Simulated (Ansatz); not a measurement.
Input for Ansatz (development build ahead of 0.2.0):

```yaml
crystal:
  periodic: [false, false, false]
  atoms:
    - { symbol: "N", position_ang: [0.0, 0.0, -0.52005] }
    - { symbol: O, position_ang: [0.0, 0.0, 0.45505] }
basis:
  gaussian: { orbitals: cc-pVDZ }
total_charge: 1
hamiltonian:
  xc: hf
```

The input is written out in the form of the current development build from the run's settings.

Output:

```yaml
Converged: yes
Total_energy: -128.91384 hartree
Spin_squared_of_the_determinant: 0.000
```

Caution: no unrestricted run beside it, a lower state can exist.
